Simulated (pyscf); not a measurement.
Thermochemistry of product channels of F–C:–F [singlet] + CH₄ on the singlet surface, in eV, from ωB97M-D3(BJ)/def2-TZVP energies (ideal gas, 1 atm, RRHO with modes under 100 cm⁻¹ raised to 100, one conformer, R ln 2 for rigid chiral ones). PySCF, gas phase, ωB97X-D3(BJ)/def2-SVP geometries.

```tsv
products	ΔE	ΔH(298 K)	ΔG(298 K)	ΔG(600 K)
HF + H₃C–C:–F [singlet]	+0.89	+0.87	+0.83	+0.78
F–CH₂–F + CH₂ [singlet]	…	+2.68	+2.65	+2.62
H₃C–F + :HC–F [singlet]	+1.94	+1.94	+1.88	…
H₂C=C(F)–F + H₂	-0.63	-0.76	-0.66	-0.58
```

What belongs in the gaps?


- F–CH₂–F + CH₂ [singlet], ΔE: +2.74
- H₃C–F + :HC–F [singlet], ΔG(600 K): +1.82

These are energies of the channels, which say nothing of barriers. H₃C–C:–F [singlet] lies 2.20 eV over its isomer H₂C=CH–F, and others may lie lower still (electronic energy, ωB97M-D3(BJ)). CH₂ [singlet] is an excited spin state, 0.39 eV over the triplet at ωB97X-D3(BJ). 2 of the closed-shell references are unstable towards spin polarisation; treat their single-reference values with care.
